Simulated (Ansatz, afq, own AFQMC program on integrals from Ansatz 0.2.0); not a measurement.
# Atomization energy of SiH, doublet

```csv
atom,x (Å),y (Å),z (Å)
Si,0.0000,0.0000,0.0000
H,0.0000,0.0000,1.5317
```

Atoms in their ground-state spins without spin–orbit coupling (mostly on UHF) minus the molecule (UHF), without zero-point energy. The geometry is a stationary point, not shown to be a minimum.

Basis cc-pVTZ. Noble-gas cores (and the filled d shells of Ga–Kr and In–Xe) are frozen. Ansatz 0.2.0 and our own AFQMC program on the same integrals; the CISD trial comes from CCSD amplitudes, and released means the phaseless constraint is let go. Error bars are statistical, one sigma. The errors of all members are added in quadrature.

Full CI on the same integrals is exact in this basis and with this determinant's frozen core.

Errors are counted within cc-pVTZ, not against nature.

Cautions: SiH (doublet): the determinant is a saddle point among determinants of its kind.

| level | atomization energy (eV) |
| --- | --- |
| HF | 2.249 |
| MP2 | 2.916 |

**Question.** From these cheaper values, estimate the atomization energy at the reference level in cc-pVTZ.

**Answer.** 3.093 eV (full CI in cc-pVTZ).

| level | atomization energy (eV) | error against FCI (eV) |
| --- | --- | --- |
| CCSD | 3.076 | -0.017 |
| CCSD(T) | 3.091 | -0.002 |
| CCSDT | 3.093 | -0.001 |
| CCSDT(Q) | 3.093 | 0.000 |
| ph-AFQMC/HF | 3.130 ± 0.020 | 0.037 ± 0.020 |

Correlation beyond CCSD(T) changes it by less than 2 meV. The perturbative (T) step is worth +0.015 eV.

CCSDT and higher add their correlation energy to the determinant of the CCSD(T) run, since their own runs factorise the integrals more tightly (a shift of under 2 meV). A walk keeps the symmetry of its determinant, which the program's search chose and which needn't be the lowest solution, so a lower state of the same spin and another symmetry isn't excluded.
